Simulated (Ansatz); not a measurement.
Dimer: HF (SMILES F) (first 2 atoms) with HF (SMILES F); geometry from NCB31 set.
(charge 0, multiplicity 1):
| atom | x (Å) | y (Å) | z (Å) |
|---|---|---|---|
| F | 1.3237 | -0.0902 | 0.0000 |
| H | 1.7404 | 0.7334 | 0.0000 |
| F | -1.4572 | 0.0193 | 0.0000 |
| H | -0.5393 | -0.0947 | 0.0001 |

Interaction energies are E(AB) − E(A) − E(B) at the monomers' geometry in the complex; basis-set methods are counterpoise corrected.

Frozen-core correlation. CBS: X⁻³ extrapolation of the correlation energy, Hartree–Fock from the larger set.

Codes used: Ansatz (a quantum-chemistry and plane-wave program). 

Question: What interaction energy does BLYP/def2-TZVPPD give?

Answer: -16 kJ/mol
